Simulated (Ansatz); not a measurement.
Molecule: tetrachloromethane, CCl₄, charge 0, multiplicity 1. 
Coordinates optimised at B3LYP-D3(BJ)/def2-TZVP (Ansatz, a program for electronic structure):
```xyz
5

C      0.0000     0.0000     0.0000
Cl     1.0327     1.0410     1.0081
Cl    -1.0056    -1.0297     1.0464
Cl    -1.0489     1.0136    -1.0192
Cl     1.0218    -1.0250    -1.0353
```


Wanted: enthalpy of formation at 298 K (from the atomisation energy, B3LYP-D3(BJ)/def2-TZVP harmonic zero-point and thermal terms from Ansatz, and the atoms' enthalpies of formation in the G2/97 table; no spin-orbit terms, and no core term in the frozen-core levels), in kcal/mol. Correlated levels leave the core frozen unless marked. Open shells are spin-unrestricted. No spin-orbit coupling. Non-relativistic. The coupled-cluster limit lacks core correlation, which all-electron functionals hold. CBS(X,Y): correlation extrapolated as X^-3; Hartree-Fock from the larger set. [CCSD(T)-MP2]/basis is that difference in the basis named.

```json
[
 {"level": "HF/cc-pV(D+d)Z", "program": "Ansatz", "enthalpy of formation at 298 K (kcal/mol)": "118.4"},
 {"level": "HF/cc-pV(T+d)Z", "program": "Ansatz", "enthalpy of formation at 298 K (kcal/mol)": "111.3"}
]
```

### Question
What does RI-MP2/CBS(aug-cc-pV(T+d)Z,aug-cc-pV(Q+d)Z)+[CCSD(T)-MP2]/aug-cc-pV(T+d)Z (Ansatz) give?

### Answer
-24.9 kcal/mol
